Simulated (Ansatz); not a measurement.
The same path of CH5NSi (8 atoms, charge 0, multiplicity 1) was run twice with different band settings. The coordinate that changes most is the angle C1–N2–Si3.

The calculation used RKS B3LYP-D4/def2-SVP (Ansatz).

Relaxed end points:

```xyz
8
Properties=species:S:1:pos:R:3
C -0.874 0.502 -1.149
N -0.810 -0.226 -0.118
Si 0.612 -0.446 0.896
H -1.815 0.580 -1.727
H -0.028 1.104 -1.553
H 0.264 -0.007 2.275
H 1.799 0.333 0.409
H 0.944 -1.897 0.912
```

```xyz
8
Properties=species:S:1:pos:R:3
C -0.874 0.502 -1.149
N -0.809 -0.226 -0.118
Si 0.612 -0.446 0.896
H -0.028 1.105 -1.553
H -1.815 0.580 -1.727
H 0.263 -0.007 2.275
H 1.799 0.333 0.409
H 0.944 -1.897 0.912
```

Common settings: spring 5.0 eV/Å²; optimiser quadratic models (default); start path through a guess of the saddle point; force threshold 0.05 eV/Å; iteration limit 60; end points relaxed.

| run | movable images | climbing image |
| --- | --- | --- |
| 1 | 5 | yes |
| 2 | 1 | no |

Q: What does each run give, and how far can it be trusted?

A: Run 1: converged after 25 iterations, highest image 0.282 eV above the first end. The profile has 2 maxima (images 2, 5) with wells between them (image 4): this band takes more than one step, which may be the mechanism or a detour left from its start path. A vibrational analysis at the climbing image gives one clearly imaginary mode, 229i cm⁻¹: a first-order saddle point.
Run 2: converged after 14 iterations, highest image 0.000 eV above the first end. The dihedral H4–C1–N2–Si3 jumps by 180° between images 0 and 1, so the path isn't resolved there. The top lies less than 8 meV above the higher end, about what the thresholds resolve: that end is a shoulder or a very shallow well. No image climbed, so the highest image needn't sit at the top of the path. A band with more images between the same ends climbed to 0.28 eV, so this one has probably stepped over the top. So few images can step over the top or miss a turn of the path.
